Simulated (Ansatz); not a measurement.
**HPSi, singlet: stretch scan**

Starting geometry (PBE0/def2-TZVP stationary point for this spin, not checked as a minimum):

```csv
atom,x (Å),y (Å),z (Å)
Si,0.0000,-0.0098,1.0767
P,0.0000,-0.0326,-0.9681
H,0.0000,1.2752,-0.2504
```

From there P2, H3 move together along the line of the two atoms named below, all else staying in place; atoms are numbered as listed. Energies are in eV, counted from the starting geometry at the same level.

Basis cc-pVDZ; Ansatz 0.2.0. Only valence electrons are correlated (noble-gas cores frozen). Prefix R: restricted or restricted open-shell reference; prefix U: unrestricted. Active spaces: valence = (10e, 9o) chosen from the atoms' valence shells.

Unrestricted rows (U) aren't spin-pure: their determinants' ⟨S²⟩ exceeds S(S+1) by up to 1.40, so they mix in states of higher spin. Runs in a small pair space aren't shown, since their orbitals change along the scan. A value is left out where its run failed or describes another state than the reference as far as symmetry and spin tell, or, spin-broken singlets apart, can't be checked.

Full CI isn't at hand for all of this; RCCSDTQ serves as the reference, and is uncertain by the last step of the cluster series or more. The frozen core follows each run's orbitals, which can shift R against U totals by a few meV.

```json
{"distance Si1-P2 (Å)": "1.839", "RCCSDTQ": "0.993", "error UHF": "-0.229", "error RCCSDT(Q)": "0.001", "error CASSCF (valence space)": "0.015", "error NEVPT2 (valence space)": "0.027", "error MRCISD (valence space)": "0.005", "error MRCISD+Q (valence space)": "0.008"}
{"distance Si1-P2 (Å)": "2.045", "RCCSDTQ": "0.000", "error UHF": "0.000", "error RCCSDT(Q)": "0.000", "error CASSCF (valence space)": "0.000", "error NEVPT2 (valence space)": "0.000", "error MRCISD (valence space)": "0.000", "error MRCISD+Q (valence space)": "0.000"}
{"distance Si1-P2 (Å)": "2.262", "RCCSDTQ": "0.187", "error UHF": "0.030", "error RCCSDT(Q)": "-0.002", "error CASSCF (valence space)": "-0.025", "error NEVPT2 (valence space)": "-0.006", "error MRCISD (valence space)": "-0.001", "error MRCISD+Q (valence space)": "-0.005"}
{"distance Si1-P2 (Å)": "2.759", "RCCSDTQ": "1.740", "error UHF": "-0.518", "error RCCSDT(Q)": "-0.024", "error CASSCF (valence space)": "-0.076", "error NEVPT2 (valence space)": "0.017", "error MRCISD (valence space)": "-0.003", "error MRCISD+Q (valence space)": "-0.015"}
{"distance Si1-P2 (Å)": "3.840", "RCCSDTQ": "–", "error UHF": "–", "error RCCSDT(Q)": "–", "error CASSCF (valence space)": "–", "error NEVPT2 (valence space)": "–", "error MRCISD (valence space)": "–", "error MRCISD+Q (valence space)": "–"}
{"distance Si1-P2 (Å)": "5.446", "RCCSDTQ": "–", "error UHF": "–", "error RCCSDT(Q)": "–", "error CASSCF (valence space)": "–", "error NEVPT2 (valence space)": "–", "error MRCISD (valence space)": "–", "error MRCISD+Q (valence space)": "–"}
```

Errors are those of relative energies. In total energy the starting point itself misses RCCSDTQ by: UHF 6.550, RCCSDT(Q) -0.001, CASSCF (valence space) 4.257, NEVPT2 (valence space) 0.960, MRCISD (valence space) 0.346, MRCISD+Q (valence space) 0.009 eV.

Spread of the error over the points with a reference, to 2.759 Å (largest less smallest): MRCISD (valence space) 0.008, MRCISD+Q (valence space) 0.023, RCCSDT(Q) 0.024, NEVPT2 (valence space) 0.033, CASSCF (valence space) 0.091, UHF 0.548 eV.

Going outwards, the relative energy of UHF first misses by more than 0.043 eV (1 kcal/mol) at 2.759 Å.

Going outwards, the relative energy of CASSCF (valence space) first misses by more than 0.043 eV (1 kcal/mol) at 2.759 Å.
